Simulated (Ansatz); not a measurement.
Compare A (`C/C=C/C#N`) with its isomer B (`CC1=CC=N1`).

Calculated with Ansatz (gas phase, PBE0-D4/def2-TZVP geometries, no zero-point term in ΔE). CCSD(T)/CBS is the MP2 limit (def2-TZVPP, def2-QZVPP) plus CCSD(T) − MP2 in def2-TZVPP, frozen cores. This one scheme is used for every species. Functionals use def2-TZVPP. B3LYP here is the variant with VWN-RPA as its local correlation; programs differ in this.

(1) Which isomer does CCSD(T)/CBS put lower? Give the gap. (Estimate.)

(2) Give E(B) − E(A) in kJ/mol with LDA (SPW92), B3LYP, ωB97M-V, CCSD/def2-TZVPP, B2PLYP, PBE0-D4, B3LYP-D4. (Best estimate.)

(3) Does the order hold for the free energy at 298.15 K (harmonic terms from PBE0-D4)? (Best estimate.)

Largest T1 diagnostic: 0.019.

## Answers

(1) Computed: A, by 256.2 kJ/mol.

(2) The calculation gave: LDA (SPW92) 227.3, B3LYP 275.1, ωB97M-V 257.8, CCSD/def2-TZVPP 268.4, B2PLYP 276.7, PBE0-D4 250.4, B3LYP-D4 273.3. None reverses the order clearly.

(3) Computed: Yes: G(B) − G(A) = +255.8 kJ/mol.

Leaving LDA and LC-ωPBE aside and taking each functional with its dispersion term where it has one, the values, not all of them listed here, spread over 32.7 kJ/mol, from PBE-D4 to BHLYP-D4. LDA lies −20.7 kJ/mol from PBE without D4. At CCSD(T), def2-SVP lies +10.9 kJ/mol from the extrapolated value and def2-TZVPP +5.3 kJ/mol.
